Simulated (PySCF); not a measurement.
# HBrN2, a complex of two parts: interaction energy

What interaction energy should one expect for `Br` with `N#N`?

Programs: PySCF 2.14.0. All values are calculated, for the isolated system unless a continuum is named. Atoms count from 0, parts from 1.

### 1 Starting point

4 atoms, charge 0, multiplicity 1; geometry: GFN2-xTB. Parts: 1 = atoms 0–1, `Br`, charge 0; 2 = atoms 2–3, `N#N`, charge 0.

### 2 Geometry optimisation at PBE0-D3(BJ)/def2-SVPD

The job: settings as JSON, then the geometry in Å.

```
{"job": {"xc": "PBE0", "basis": "def2-SVPD", "d3": "d3bj", "grid": 2, "kind": "geom", "shake": 0.01}, "charge": 0, "multiplicity": 1, "parts": [{"atoms": "0-1", "charge": 0, "multiplicity": 1}, {"atoms": "2-3", "charge": 0, "multiplicity": 1}]}
Br     0.825242     0.112570     0.157181
H     -0.552495    -0.045231    -0.197846
N     -2.530768    -0.289461    -0.683564
N     -3.538692    -0.417254    -0.922792
```

Command:

```console
OMP_NUM_THREADS=1 python cluster_run.py task.json out
```

The driver reads the jobs from task.json and runs them one after another.

**Question.** The jobs that follow are: CCSD(T)/aug-cc-pVDZ and MP2/aug-cc-pVTZ counterpoise interaction energy, frozen core, gas phase. Predict: point group; rotational constants (main isotopes); interaction energy, CCSD(T) limit estimate; MP2/aug-cc-pVTZ; T1 diagnostic.

**Answer**, as computed:

| quantity | value |
| --- | --- |
| point group | Cinfv |
| rotational constants (main isotopes) | 1.28, 1.28 GHz |
| interaction energy, CCSD(T) limit estimate | -1.02 kcal/mol |
| MP2/aug-cc-pVTZ | -1.25 kcal/mol |
| T1 diagnostic | 0.0089 |

**Reading.** The optimisation took 6 steps and gained 0.283 eV; among the close pairs (by a distance rule), N2–N3 changed most, from 1.044 to 1.097 Å. The estimate adds CCSD(T) less MP2 in the small basis (+0.31 kcal/mol) to extrapolated MP2. Hartree-Fock gives 0.40 against -1.02 kcal/mol, so correlation carries all of the binding.
